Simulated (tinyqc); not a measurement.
Inside a calculation. Method: RKS/BP86 in the sto-6g basis, for OH-, spin multiplicity 1. The basis has no diffuse functions, so it cannot describe the extra electron: this is an exercise in the method, not the real anion. One step of it, computed by the program tinyqc.

Question. Iteration 1: building the Kohn-Sham matrix. J_ij = sum D_kl (ij|kl); F = H + J + V_xc; E = tr D H + tr D J / 2 + E_xc + E_nn.

D at the start:
```
            1O 1s      1O 2s    1O 2px    1O 2py     1O 2pz      2H 1s
1O 1s    2.114900  -0.499890  0.000000  0.000000  -0.011367   0.039244
1O 2s   -0.499890   2.173498  0.000000  0.000000   0.062158  -0.162606
1O 2px   0.000000   0.000000  2.000000  0.000000   0.000000   0.000000
1O 2py   0.000000   0.000000  0.000000  2.000000   0.000000   0.000000
1O 2pz  -0.011367   0.062158  0.000000  0.000000   2.062651  -0.187889
2H 1s    0.039244  -0.162606  0.000000  0.000000  -0.187889   0.028460
```

core Hamiltonian H = T + V (hartree):
```
             1O 1s      1O 2s     1O 2px     1O 2py     1O 2pz      2H 1s
1O 1s   -32.294065  -7.131199   0.000000   0.000000  -0.007079  -0.541250
1O 2s    -7.131199  -8.520478   0.000000   0.000000  -0.084168  -1.413506
1O 2px    0.000000   0.000000  -6.817423   0.000000   0.000000   0.000000
1O 2py    0.000000   0.000000   0.000000  -6.817423   0.000000   0.000000
1O 2pz   -0.007079  -0.084168   0.000000   0.000000  -6.859323  -1.150941
2H 1s    -0.541250  -1.413506   0.000000   0.000000  -1.150941  -3.360792
```

Two-electron integrals (ij|kl) in chemists' order, unique and non-zero (hartree):
```
(11|11) 4.787491   (21|11) 0.675884   (21|21) 0.121505   (22|11) 1.117379
(22|21) 0.249212   (22|22) 0.817383   (31|31) 0.025762   (32|31) 0.039145
(32|32) 0.180664   (33|11) 1.117381   (33|21) 0.249212   (33|22) 0.817382
(33|33) 0.880663   (41|41) 0.025762   (42|41) 0.039145   (42|42) 0.180664
(43|43) 0.047461   (44|11) 1.117381   (44|21) 0.249212   (44|22) 0.817382
(44|33) 0.785741   (44|44) 0.880663   (51|51) 0.025762   (52|51) 0.039145
(52|52) 0.180664   (53|53) 0.047461   (54|54) 0.047461   (55|11) 1.117381
(55|21) 0.249212   (55|22) 0.817382   (55|33) 0.785741   (55|44) 0.785741
(55|55) 0.880663   (61|11) 0.054028   (61|21) 0.009325   (61|22) 0.018761
(61|33) 0.018723   (61|44) 0.018723   (61|51) 0.000456   (61|52) 0.000902
(61|55) 0.018837   (61|61) 0.000729   (62|11) 0.159097   (62|21) 0.036117
(62|22) 0.134837   (62|33) 0.132488   (62|44) 0.132488   (62|51) 0.002895
(62|52) 0.023082   (62|55) 0.139537   (62|61) 0.002798   (62|62) 0.030383
(63|31) 0.003623   (63|32) 0.021606   (63|53) 0.004556   (63|63) 0.003831
(64|41) 0.003623   (64|42) 0.021606   (64|54) 0.004556   (64|64) 0.003831
(65|11) 0.128552   (65|21) 0.029545   (65|22) 0.117370   (65|33) 0.112516
(65|44) 0.112516   (65|51) 0.005571   (65|52) 0.039547   (65|55) 0.127078
(65|61) 0.002371   (65|62) 0.032085   (65|65) 0.037189   (66|11) 0.361147
(66|21) 0.083424   (66|22) 0.357550   (66|33) 0.346329   (66|44) 0.346329
(66|51) 0.006805   (66|52) 0.077301   (66|55) 0.379990   (66|61) 0.006479
(66|62) 0.113123   (66|65) 0.135243   (66|66) 0.774999
```

nuclear repulsion = 2.90357866 hartree

V_xc (hartree):
```
            1O 1s      1O 2s     1O 2px     1O 2py     1O 2pz      2H 1s
1O 1s   -3.134533  -0.387113   0.000000   0.000000  -0.000381  -0.032101
1O 2s   -0.387113  -0.842561   0.000000   0.000000  -0.000366  -0.112751
1O 2px   0.000000   0.000000  -0.842722   0.000000   0.000000   0.000000
1O 2py   0.000000   0.000000   0.000000  -0.842722   0.000000   0.000000
1O 2pz  -0.000381  -0.000366   0.000000   0.000000  -0.842186  -0.086140
2H 1s   -0.032101  -0.112751   0.000000   0.000000  -0.086140  -0.158243
```

E_xc = sum of w rho eps_xc = -10.20038835 hartree

Give: Coulomb J; Kohn-Sham matrix F; total energy of this density.

Answer.

Coulomb J (hartree):
```
          1O 1s   1O 2s  1O 2px  1O 2py  1O 2pz   2H 1s
1O 1s   18.5667  3.3408  0.0000  0.0000  0.0015  0.2580
1O 2s    3.3408  8.7698  0.0000  0.0000  0.0015  1.3955
1O 2px   0.0000  0.0000  8.7700  0.0000  0.0000  0.0000
1O 2py   0.0000  0.0000  0.0000  8.7700  0.0000  0.0000
1O 2pz   0.0015  0.0015  0.0000  0.0000  8.7692  1.1940
2H 1s    0.2580  1.3955  0.0000  0.0000  1.1940  3.5710
```

Kohn-Sham matrix F (hartree):
```
           1O 1s    1O 2s  1O 2px  1O 2py   1O 2pz    2H 1s
1O 1s   -16.8619  -4.1776  0.0000  0.0000  -0.0060  -0.3153
1O 2s    -4.1776  -0.5933  0.0000  0.0000  -0.0831  -0.1308
1O 2px    0.0000   0.0000  1.1099  0.0000   0.0000   0.0000
1O 2py    0.0000   0.0000  0.0000  1.1099   0.0000   0.0000
1O 2pz   -0.0060  -0.0831  0.0000  0.0000   1.0677  -0.0430
2H 1s    -0.3153  -0.1308  0.0000  0.0000  -0.0430   0.0520
```

total energy of this density = -73.971841 hartree
